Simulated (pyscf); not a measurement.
Optimised with ωB97X-D3(BJ)/def2-SVP in PySCF.

For the elementary gas-phase step H₂N–Hf(NH₂)(NH₂)–NH₂ + H atom (H•) -> [HN–Hf(NH₂)(NH₂)–NH₂]• + hydrogen (H₂) (doublet surface; H–N broken, H–H formed), what barrier and reaction energy does ωB97M-D3(BJ)/def2-TZVP give, measured from the separated reactants?

ΔE‡ = 16.1 kcal/mol, ΔE = +8.4 kcal/mol. Zero-point energy shifts the barrier by -1.3 kcal/mol. It is a hydrogen abstraction, with an imaginary mode of 1248i cm⁻¹. One saddle was located; it need not be the lowest between these sides. The angle at the transferred H is 167°. Open-shell species with a d-block atom are single-reference here; other states, and whether the spin sits on metal or ligand, were not checked. Elements past Kr carry the def2 core potentials, without spin-orbit coupling.
